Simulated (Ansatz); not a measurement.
**Ba$_{8}$Zn$_{3}$O$_{11}$: short dynamics, then relaxation**

A packing of 22 atoms, thrown in at random and pushed apart as soft spheres with like charges further apart (8 Ba, 11 O, 3 Zn) went through Langevin stages in a fixed cell of 19.11 Å³/atom, at one k point, without spin and with a Fermi–Dirac width of kT (0.05 eV at least). Computed with DFT PBE, scalar-relativistic, plane waves, PAW (Ansatz 0.2.0).

```
thermostat (K) duration (fs) friction (1/fs) cutoff (eV) mean T (K) mean P (GPa) mean square displacement (Å²)
          3400             48            0.030          320        5187          11.1                           0.56
          3400            428            0.030          420        3220          12.0                           3.49
          2450            302            0.030          420        2521          10.2                           0.81
          1360            264            0.030          420        1341           6.7                           0.22
           300            390            0.030          420         387           5.0                           0.33
```

Means run over the second half of a stage; pressure includes the kinetic part; displacements count from the stage's start, the atoms' common shift taken off.

Cell and atoms were then relaxed on coarser meshes and computed once more: Cutoff 420 eV; k points 4×3×3 on the computed 22-atom cell (Γ-centred); Gaussian smearing, width 0.02 eV; no spin polarisation.

Q: What structure is left?

A: One draw of many: 21.27 Å³/atom with a gap on the mesh of 2.05 eV, 2.14 eV/atom below the elements' standard states (static lattices, no corrections for gases) (a random packing after short dynamics, relaxed).

Counting as bonded all pairs within 1.2 times the summed covalent radii, but none from a metal cation to another cation:

```
atom → neighbour mean count mean length (Å) spread (Å)
          Ba → O        5.12             2.71        0.17
          O → Ba        3.73             2.71        0.17
          O → Zn        1.00             2.02        0.09
          Zn → O        3.67             2.02        0.09
```

Angles between all pairs of such bonds at an atom (mean ± spread): 104 ± 27° at Ba, 107 ± 28° at O, 111 ± 14° at Zn.

```
CELL_PARAMETERS angstrom
6.89523 -0.19128 -0.22639
-0.17307 9.23977 0.02831
-0.22031 -0.05272 7.35741
ATOMIC_POSITIONS crystal
Ba 0.27448 0.08263 0.74338
Ba 0.58126 0.70489 0.56459
Ba 0.77261 0.08116 0.45442
Ba 0.46714 0.65786 0.04145
Ba 0.99736 0.71426 0.30404
Ba 0.80022 0.97314 0.96355
Ba 0.91256 0.39897 0.03910
Ba 0.31080 0.05373 0.22233
O 0.57848 0.96667 0.68074
O 0.79772 0.66120 0.86073
O 0.03275 0.89427 0.57765
O 0.25007 0.50747 0.26345
O 0.71435 0.52223 0.30593
O 0.24253 0.58616 0.70478
O 0.17555 0.83417 0.01491
O 0.35696 0.26261 0.48523
O 0.60351 0.21419 0.13799
O 0.06892 0.16795 0.00460
O 0.64964 0.86977 0.25829
Zn 0.05617 0.73474 0.78314
Zn 0.50744 0.37070 0.28717
Zn 0.24366 0.44431 0.52212
```

Spin-orbit coupling is left out, which matters for the bands of heavy elements. An odd mesh misses points on the zone edge, so a gap read on it can be too wide.

Cost: 6 runs of about 55 core-minutes in all (earlier runs that led there not counted), on Arm Neoverse V1 (shared hosts).